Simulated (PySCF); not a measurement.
# Electronic absorption of (SiH3)2PH

Species: (SiH3)2PH, H7PSi2.
Geometry (PBE0-D3(BJ)/def2-SVP, Å), atoms numbered from 1 in this order:
```
atom  x, y, z in Å
Si1   -1.703   -0.014   -0.001
P2     0.085    1.283   -0.497
Si3    1.683   -0.214    0.074
H4    -1.837   -1.024   -1.092
H5    -2.920    0.852    0.027
H6    -1.578   -0.728    1.307
H7     0.095    1.957    0.763
H8     1.770   -1.214   -1.031
H9     1.403   -0.932    1.356
H10    2.983    0.511    0.192
```

Level of theory: PySCF, TDDFT B3LYP/def2-SVPD, vertical, gas phase, core orbitals frozen in the response.

| state | E (eV) | ν̃ (cm⁻¹) | f | symmetry | main configurations (H = HOMO, L = LUMO) |
| --- | --- | --- | --- | --- | --- |
| S1 | 6.02 | 48520 | 0.0041 | A′ | H→L+1 (72%), H→L (18%) |
| S2 | 6.05 | 48820 | 0.052 | A′ | H→L (81%), H→L+1 (14%) |
| S3 | 6.33 | 51050 | 0.071 | A″ | H→L+2 (89%) |
| S4 | 6.44 | 51930 | 0.042 | A′ | H→L+3 (85%), H→L+1 (8%) |
| S5 | 6.79 | 54780 | 0.0037 | A″ | H→L+4 (93%) |
| S6 | 7.16 | 57760 | 0.0080 | A′ | H→L+5 (92%) |

The lowest singlet lies at 6.02 eV (206 nm, ultraviolet) and is very weak; its leading configuration is HOMO→LUMO+1 (72%). The most intense listed level is S3 at 6.33 eV (196 nm, f = 0.071), 0.31 eV above S1. Löwdin shares by element: HOMO phosphorus 63%, silicon 22%, hydrogen 6% or more; LUMO silicon 40%, phosphorus 20%, hydrogen 9% or more (atoms not listed hold the other 31%). The listed states span 1.15 eV, and the widest gap between neighbours is 0.37 eV (S5 to S6). Weighted by f, the mean energy of these states is 6.32 eV. The oscillator strengths of these states sum to 0.181; summed over the whole spectrum of an exact calculation they would give the number of electrons, 50 (Thomas–Reiche–Kuhn). No computed singlet lies in the visible range (380 to 750 nm); the lowest, at 206 nm, stands 2.75 eV above its violet end (3.26 eV). Symmetry labels in Cs follow from the direction of the transition dipole and are given only for states with f of 0.002 or more. Singlets were solved by full linear response.
